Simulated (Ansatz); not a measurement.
# How far each method lies from UCCSDT(Q) for [SiH₃···H···F], doublet

Geometry: a point of a hydrogen-transfer path between rigid fragments, not a stationary point.

```xyz
6

Si   -1.1441    0.0000    0.0000
H    -1.6390    1.3997    0.0000
H    -1.6390   -0.6999    1.2122
H    -1.6390   -0.6999   -1.2122
H     0.8179    0.0000    0.0000
F     1.9089    0.0000    0.0000
```

Basis cc-pVDZ; Ansatz 0.2.0. Only valence electrons are correlated (noble-gas cores frozen), which leaves 15 electrons in 46 orbitals. Prefix R: restricted or restricted open-shell reference; prefix U: unrestricted. Active spaces: pair = (3e, 3o) about the gap; valence = (15e, 12o) chosen from the atoms' valence shells.

Full CI isn't at hand for all of this; UCCSDT(Q) serves as the reference, and is uncertain by about the last step of the cluster series. The frozen core follows each run's orbitals, which can shift R against U totals by a few meV.

For open shells CISD is restricted-active-space CI with the open shells as a complete middle space.

The UHF ⟨S²⟩ is 0.765. The T1 diagnostic (RCCSD) is 0.0173. The largest doubles amplitude (RCCSD) is 0.034 and the T1 diagnostic (UCCSD) is 0.0137.

| level | E − E(RHF) (eV) |
| --- | --- |
| UHF | -0.0998 |
| RMP2 | -8.4424 |
| UMP2 | -8.4144 |
| RCCSD | -9.2800 |
| UCCSD | -9.2828 |
| RCCSD(T) | -9.4263 |
| UCCSD(T) | -9.4263 |

Problem. Estimate how far UCCSDT(Q) in cc-pVDZ lies from RCCSD(T). The table doesn't fix it; the size of (T) and the diagnostics are the guide.

Solution. UCCSDT(Q) in cc-pVDZ lies 3.8 kJ/mol below RCCSD(T), which is 27 % of the (T) step (-14.1 kJ/mol). The diagnostics give no warning, yet the rest is a sizeable part of (T).

The other levels:

| level | E − E(UCCSDT(Q)) (kJ/mol) | share of correlation (%) | wall time |
| --- | --- | --- | --- |
| CISD | 93.3 | 89.78 | 5.5 s |
| BCCD(T) | 3.7 | 99.60 | 2.2 s |
| RCCSDT | 1.6 | 99.82 | – |
| UCCSDT | 1.6 | 99.83 | – |
| RCCSDT(Q) | 0.1 | 99.99 | 14 s (H100) |
| CASSCF (pair space) | 836.4 | 8.42 | – |
| NEVPT2 (pair space) | 96.3 | 89.45 | 1 s |
| MRCISD (pair space) | 80.0 | 91.24 | – |
| MRCISD+Q (pair space) | 11.5 | 98.74 | 15 s (H100) |
| CASSCF (valence space) | 716.9 | 21.50 | – |
| NEVPT2 (valence space) | 129.0 | 85.87 | 26 s (H100) |
| MRCISD (valence space) | 55.5 | 93.92 | – |
| MRCISD+Q (valence space) | 8.8 | 99.04 | 57 s (H100) |

The correlation energy at UCCSDT(Q), counted from RHF, is -9.466 eV. That run took 15 s on 2 threads of AMD EPYC 7R13 with a shared H100 80 GB, shared host.

Times hold each run's SCF and search for its determinant on a shared host, so for small cases they say little of a method's own cost; rows without a card ran on 1 thread of AMD EPYC 7R13.

Natural occupations of CASSCF (valence space) about the gap: 1.986 1.975 1.975 1.967 1.005 0.033 0.023 0.019 0.019; effectively unpaired electrons, Σ n²(2−n)², 1.02.
